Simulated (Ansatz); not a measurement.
Ansatz (a quantum-chemistry and plane-wave program) input:

Ansatz 0.2 input:
```yaml
crystal:
  periodic: [false, false, false]
  atoms:
    - {symbol: C, position_ang: [0.00514113, -0.00331061, 1.49779011]}
    - {symbol: C, position_ang: [0.00056548, 0.02470296, 0.18925168]}
    - {symbol: H, position_ang: [0.01030878, -0.74888768, 2.27760864]}
    - {symbol: C, position_ang: [-0.00643171, 1.31181270, -0.59526904]}
    - {symbol: H, position_ang: [-0.00709440, 2.18033142, 0.06039938]}
    - {symbol: H, position_ang: [0.87060517, 1.36572641, -1.24685854]}
    - {symbol: H, position_ang: [-0.88825279, 1.35983653, -1.24083432]}
    - {symbol: C, position_ang: [0.00198932, -1.24513478, -0.63655897]}
    - {symbol: H, position_ang: [0.00711454, -2.13749620, -0.01263847]}
    - {symbol: H, position_ang: [-0.88090288, -1.27691550, -1.28146295]}
    - {symbol: H, position_ang: [0.88063626, -1.27101664, -1.28749636]}
basis:
  gaussian:
    orbitals: def2-TZVPD
hamiltonian:
  xc: {name: LC-wPBE}
magnetization: {spin_polarized: true, initial_magnetization: 1}
output: {forces: true}
```

Problem. Predict the final energy.

Solution. -156.48822 Eh (LC-wPBE/def2-TZVPD). The basis has 211 functions.

It need not be the lowest isomer of its formula.
